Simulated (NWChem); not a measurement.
Program: NWChem. System: CHO (+1), charge 1, spin multiplicity 1, at a geometry optimised with PBE/def2-SVP. The structure started from a generated list of species. Level: PBE/def2-TZVP.

Output (cleaned and shortened):

```
             Northwest Computational Chemistry Package (NWChem) 7.3.0
             --------------------------------------------------------

                                NWChem Input Module
                                -------------------

 Scaling coordinates for geometry "geometry" by  1.889725989
 (inverse scale =  0.529177249)

 Turning off AUTOSYM since
 SYMMETRY directive was detected!

                             Geometry "geometry" -> ""
                             -------------------------

 Output coordinates in angstroms (scale by  1.889725989 to convert to a.u.)

  No.       Tag          Charge          X              Y              Z
 ---- ---------------- ---------- -------------- -------------- --------------
    1 C                    6.0000     0.00000000     0.00000000    -0.52191500
    2 O                    8.0000     0.00000000     0.00000000     0.59655000
    3 H                    1.0000     0.00000000     0.00000000    -1.64090800

 Effective nuclear repulsion energy (a.u.)      27.4396452047

            Nuclear Dipole moment (a.u.)
            ----------------------------
        X                 Y               Z
 ---------------- ---------------- ----------------
     0.0000000000     0.0000000000     0.0000037795

      Symmetry information
      --------------------

 Group name             C2v
 Group number             16
 Group order               4
 No. of unique centers     3

      Symmetry unique atoms

     1    2    3


 Summary of "ao basis" -> "" (spherical)
 ------------------------------------------------------------------------------
       Tag                 Description            Shells   Functions and Types
 ---------------- ------------------------------  ------  ---------------------
 *                         def2-tzvp                  on all atoms

  pbe96 is a nonlocal functional; adding pw91lda local functional.

                                 NWChem DFT Module
                                 -----------------

 Summary of "ao basis" -> "ao basis" (spherical)
 ------------------------------------------------------------------------------
       Tag                 Description            Shells   Functions and Types
 ---------------- ------------------------------  ------  ---------------------
 C                         def2-tzvp                11       31   5s3p2d1f
 O                         def2-tzvp                11       31   5s3p2d1f
[...]
    39      0.404966  2 O  pz                35      0.321834  2 O  s
     8     -0.269149  1 C  pz                42      0.261914  2 O  pz
    36      0.227041  2 O  s                 11     -0.186036  1 C  pz
    34      0.162218  2 O  s                 33     -0.111467  2 O  s
    64      0.102734  3 H  s                  3     -0.082700  1 C  s

 Vector    6  Occ=2.000000D+00  E=-7.729373D-01  Symmetry=b2
              MO Center=  1.5D-30,  3.3D-15,  2.3D-01, r^2= 7.8D-01
   Bfn.  Coefficient  Atom+Function         Bfn.  Coefficient  Atom+Function
  ----- ------------  ---------------      ----- ------------  ---------------
    38      0.411899  2 O  py                41      0.328820  2 O  py
     7      0.282558  1 C  py                10      0.217663  1 C  py
    44      0.124783  2 O  py                13      0.040320  1 C  py
    52     -0.029039  2 O  d -1

 Vector    7  Occ=2.000000D+00  E=-7.729373D-01  Symmetry=b1
              MO Center=  1.4D-15,  6.1D-31,  2.3D-01, r^2= 7.8D-01
   Bfn.  Coefficient  Atom+Function         Bfn.  Coefficient  Atom+Function
  ----- ------------  ---------------      ----- ------------  ---------------
    37      0.411899  2 O  px                40      0.328820  2 O  px
     6      0.282558  1 C  px                 9      0.217663  1 C  px
    43      0.124783  2 O  px                12      0.040320  1 C  px
    54      0.029039  2 O  d  1

 Vector    8  Occ=0.000000D+00  E=-4.245575D-01  Symmetry=b2
              MO Center=  2.7D-32, -1.8D-15, -2.8D-01, r^2= 1.3D+00
   Bfn.  Coefficient  Atom+Function         Bfn.  Coefficient  Atom+Function
  ----- ------------  ---------------      ----- ------------  ---------------
    10      0.448081  1 C  py                 7      0.428809  1 C  py
    38     -0.340525  2 O  py                41     -0.281821  2 O  py
    13      0.272524  1 C  py                44     -0.269577  2 O  py
    21     -0.064533  1 C  d -1              67      0.027852  3 H  py

 Vector    9  Occ=0.000000D+00  E=-4.245575D-01  Symmetry=b1
              MO Center= -3.3D-15,  4.5D-32, -2.8D-01, r^2= 1.3D+00
   Bfn.  Coefficient  Atom+Function         Bfn.  Coefficient  Atom+Function
  ----- ------------  ---------------      ----- ------------  ---------------
     9      0.448081  1 C  px                 6      0.428809  1 C  px
    37     -0.340525  2 O  px                40     -0.281821  2 O  px
    12      0.272524  1 C  px                43     -0.269577  2 O  px
    23      0.064533  1 C  d  1              66      0.027852  3 H  px

 Vector   10  Occ=0.000000D+00  E=-2.905509D-01  Symmetry=a1
              MO Center= -5.5D-16, -3.4D-16, -1.3D+00, r^2= 2.0D+00
   Bfn.  Coefficient  Atom+Function         Bfn.  Coefficient  Atom+Function
  ----- ------------  ---------------      ----- ------------  ---------------
     5      1.126146  1 C  s                 65     -1.020625  3 H  s
     4      0.657395  1 C  s                 64     -0.517361  3 H  s
    36     -0.375217  2 O  s                  3      0.188402  1 C  s
    63     -0.187782  3 H  s                 35     -0.170460  2 O  s
    39      0.159870  2 O  pz                45      0.155904  2 O  pz

 center of mass
 --------------
 x =   0.00000000 y =   0.00000000 z =   0.10588214

 moments of inertia (a.u.)
 ------------------
          41.365349655572           0.000000000000           0.000000000000
           0.000000000000          41.365349655572           0.000000000000
           0.000000000000           0.000000000000           0.000000000000

     Multipole analysis of the density
     ---------------------------------

     L   x y z        total         alpha         beta         nuclear
     -   - - -        -----         -----         ----         -------
     0   0 0 0      1.000000     -7.000000     -7.000000     15.000000

     1   1 0 0     -0.000000     -0.000000     -0.000000      0.000000
     1   0 1 0     -0.000000     -0.000000     -0.000000      0.000000
     1   0 0 1     -1.436899     -0.718451     -0.718451      0.000004

     2   2 0 0     -6.522448     -3.261224     -3.261224      0.000000
     2   1 1 0      0.000000      0.000000      0.000000      0.000000
     2   1 0 1      0.000000      0.000000      0.000000      0.000000
     2   0 2 0     -6.522448     -3.261224     -3.261224      0.000000
     2   0 1 1      0.000000      0.000000      0.000000      0.000000
     2   0 0 2     -2.432141    -14.025346    -14.025346     25.618551

 Task  times  cpu:        0.5s     wall:        0.5s

 Total times  cpu:        0.5s     wall:        0.5s
```

Task: Write an NWChem input that would produce this output.

Result: Several could match; the one computed here: 
```
start mol
memory heap 200 mb stack 900 mb global 1100 mb
charge 1
geometry units angstroms nocenter noautoz
  C      0.000000     0.000000    -0.521915
  O      0.000000     0.000000     0.596550
  H      0.000000     0.000000    -1.640908
  symmetry group C2v
end
basis spherical
  * library def2-tzvp
end
dft
  xc xpbe96 cpbe96
  semidirect memsize 60000000 filesize 0
  iterations 100
end
task dft energy
```
